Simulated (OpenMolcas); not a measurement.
Predicting a hybrid from its neighbours: C3H6O (allyl alcohol)

C3H6O has 10 atoms, charge 0, and is taken as a singlet. As SMILES, `C=CCO`. Geometry: relaxed at PBE0-D4/def2-TZVP. This is one conformer, not always the lowest.

The HOMO–LUMO gap y, in eV, basis cc-pVDZ; a is the functional's share of exact exchange. Programs: OpenMolcas 26.06.

| functional | program | a | y (eV) |
| --- | --- | --- | --- |
| TPSS | OpenMolcas | 0 | 5.35 |
| BLYP | OpenMolcas | 0 | 5.06 |
| B3LYP | OpenMolcas | 0.2 | 7.18 |
| PBE0 | OpenMolcas | 0.25 | ? |
| BHLYP | OpenMolcas | 0.5 | 10.06 |

Task: Fit y = c + s·a to the known rows and predict PBE0.

Result: 
1. Means of the 4 rows: a = 0.1750, y = 6.912.
2. Σ(Δa)² = 0.1675, Σ(Δa·Δy) = 1.6273, so the slope is 1.6273/0.1675 = 9.7152.
3. Intercept: 6.912 − (9.7152) × 0.1750 = 5.212. The largest residual of the fit is 0.15.
4. PBE0: 5.212 + (9.7152) × 0.25 = 7.64 eV.

The run gave 7.68 eV, so the prediction is off by -0.04 eV, within the scatter of the fit. Exact exchange lowers occupied levels and raises empty ones. The rows mix families of semi-local functionals, which the line can't see.
